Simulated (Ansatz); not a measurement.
**Lattice constant a of some cubic elemental metals**

Method: r²SCAN-D4 (plane waves, PAW; Ansatz, a quantum-chemistry and plane-wave program). References are measured values corrected to a static lattice. The table is a random draw of 8 from 25 solids with such references.

Values in Å.

```csv
solid,reference,r²SCAN-D4,error (%)
fcc Sr,6.045¶,6.079,+0.56
bcc Cs,6.039¶,6.249,+3.48
bcc V,3.021,2.976,-1.49
fcc Rh,3.794,3.788,-0.16
fcc Al,4.018,3.976,-1.05
fcc Cu,3.595¶,3.560,-0.97
bcc Rb,5.576¶,5.721,+2.60
fcc Au,4.062,4.109,+1.16
```

Over these 8 solids the mean error is +0.52 %, the mean absolute error 1.43 % (median 1.10 %), and the worst case bcc Cs at +3.48 %; the value is above the reference in 4 of 8 cases. Over all 25, from unrounded values, the mean error is +0.52 % and the mean absolute error 0.92 % (median 0.56 %). Caveats on values not shown: a distance lies near a switch of the dispersion term, which can move the cell (2); the commensurate order stands in for chromium's spin-density wave, and the size of the moments varies much between levels (1).

All these references are brought to a static lattice.

Spin–orbit coupling is left out, also for the solids with elements from indium on (bcc Cs, fcc Au); its size isn't shown.

¶ marks references of a special kind: fcc Sr, 6.045 Å (measured, low-temperature or extrapolated to 0 K; zero-point anharmonic expansion removed; as tabulated in Csonka et al. (2009), arXiv:0903.4037); bcc Cs, 6.039 Å (measured, low-temperature or extrapolated to 0 K; zero-point anharmonic expansion removed; as tabulated in Csonka et al. (2009), arXiv:0903.4037); fcc Cu, 3.595 Å (measured, low-temperature or extrapolated to 0 K; zero-point anharmonic expansion removed; as tabulated in Csonka et al. (2009), arXiv:0903.4037); bcc Rb, 5.576 Å (measured, low-temperature or extrapolated to 0 K; zero-point anharmonic expansion removed; as tabulated in Csonka et al. (2009), arXiv:0903.4037).

Differences are worked out from the printed values.

Ansatz's density-functional and Hartree–Fock values are scalar-relativistic unless marked +SOC, with PAW data made under PBE.

Ansatz's runs of these crystals have no spin polarisation. Meta-GGAs and exact exchange favour moments, which can bear on bcc V, fcc Rh.

Not in this set, of the elemental metals with a reference value in our tables and a result at some level: 19 for a reference at room or unstated temperature. These can be a level's best or worst cases. Solids without a released value at any level aren't counted. Layered and molecular crystals are counted apart. The metals Ce to Yb are counted apart.

References as tabulated in Csonka et al. (2009), arXiv:0903.4037; Mejia-Rodriguez and Trickey (2018), arXiv:1807.09216.
